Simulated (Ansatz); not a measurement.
# C5H7N: the cost of one run

Computed with Ansatz 0.2.0 (the levels named in each step, unless a step's input says otherwise).

### Step 1. The starting structure

Bond lengths: C1–C2 1.319 Å, C2–C3 1.497 Å, C3–C4 1.540 Å, C4–C5 1.440 Å, C5–N6 1.143 Å, C1–H7 1.076 Å, C1–H8 1.079 Å, C2–H9 1.082 Å, C3–H10 1.094 Å, C3–H11 1.092 Å, C4–H12 1.094 Å, C4–H13 1.094 Å. Angles (14 of 19 angles, heavy atoms first): C1–C2–C3 124.2°, C2–C3–C4 111.1°, C3–C4–C5 111.0°, C4–C5–N6 179.0°, C1–C2–H9 120.7°, C3–C2–H9 115.1°, C2–C1–H7 122.0°, C2–C1–H8 121.8°, C2–C3–H10 109.4°, C2–C3–H11 110.1°, C4–C3–H10 108.8°, C4–C3–H11 108.9°, C3–C4–H12 110.0°, C3–C4–H13 110.2°.

Coordinates:

```xyz
13

C    -2.5290    0.1040    0.6715
C    -1.4002    0.0340   -0.0073
C    -0.3799   -1.0481    0.1658
C     0.9714   -0.4694    0.6242
C     1.5272    0.4027   -0.3780
N     1.9568    1.0869   -1.1867
H    -3.2375    0.8999    0.5190
H    -2.7971   -0.6393    1.4055
H    -1.1466    0.7917   -0.7376
H    -0.2367   -1.5670   -0.7866
H    -0.7240   -1.7735    0.9056
H     0.8404    0.1006    1.5485
H     1.6849   -1.2772    0.8106
```

### Step 2. A rough first relaxation, PBE-D4/def2-SVP

This run stands in another session on the same molecule. It ended at:

```xyz
13

C    -2.5726    0.1113    0.6783
C    -1.4269    0.0235   -0.0180
C    -0.3840   -1.0422    0.1718
C     0.9927   -0.4802    0.6063
C     1.5829    0.4306   -0.3756
N     2.0319    1.1540   -1.1801
H    -3.2975    0.9195    0.4937
H    -2.8366   -0.6284    1.4537
H    -1.2021    0.7854   -0.7873
H    -0.2450   -1.6066   -0.7765
H    -0.7150   -1.7734    0.9379
H     0.8934    0.0637    1.5699
H     1.7082   -1.3118    0.7805
```

### Step 3. Relaxation, r2SCAN-D4/def2-TZVPP

File input.yaml:

```yaml
crystal:
  periodic: [false, false, false]
  atoms:
    - { symbol: C, position_ang: [-2.57259925, 0.1113428, 0.67834529] }
    - { symbol: C, position_ang: [-1.42692963, 0.02350167, -0.01798972] }
    - { symbol: C, position_ang: [-0.3840093, -1.04222432, 0.17179158] }
    - { symbol: C, position_ang: [0.99271868, -0.48022667, 0.60632729] }
    - { symbol: C, position_ang: [1.5829321, 0.43064582, -0.37557761] }
    - { symbol: "N", position_ang: [2.03192308, 1.15398464, -1.18006947] }
    - { symbol: H, position_ang: [-3.29752163, 0.91953835, 0.49373594] }
    - { symbol: H, position_ang: [-2.83658536, -0.62839331, 1.45366449] }
    - { symbol: H, position_ang: [-1.20205227, 0.78538671, -0.78733155] }
    - { symbol: H, position_ang: [-0.24503564, -1.6066419, -0.77652155] }
    - { symbol: H, position_ang: [-0.7149839, -1.77336876, 0.9378977] }
    - { symbol: H, position_ang: [0.89335996, 0.06365269, 1.56988423] }
    - { symbol: H, position_ang: [1.70821316, -1.31184772, 0.78049337] }
basis:
  gaussian: { orbitals: def2-TZVPP }
hamiltonian:
  xc: r2scan
  dispersion: d4
relax:
  f_tol: 0.004
  max_steps: 150
```

On the command line:

```console
$ ansatz run input.yaml --threads 4 --pin off --max-ram 10240MiB --backend cpu --events-out ev --progress --plain --runs-dir out
```

What time and memory should one allow on 4 threads of Intel Xeon Platinum 8375C at 2.90GHz (Ice Lake), shared host?

About 51 s, with a peak of 0.42 GiB.
